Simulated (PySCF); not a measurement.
# Ionisation energy of Li by level of theory

Li [He] 2s1 (2S) → Li⁺ 1s2 (1S), as a difference of total energies. Computed with PySCF 2.14 in def2-SVP (3s2p, 9 functions), with no relativity, point nucleus. The calculations carry no spin-orbit coupling.

```json
{"method": "UHF", "ionisation energy (eV)": "5.229", "error (eV)": "-0.163"}
{"method": "TPSS", "ionisation energy (eV)": "5.405", "error (eV)": "+0.013"}
{"method": "M06-2X", "ionisation energy (eV)": "5.288", "error (eV)": "-0.104"}
```

Reference: 5.392 eV (measured; NIST Atomic Spectra Database, ionization energies).
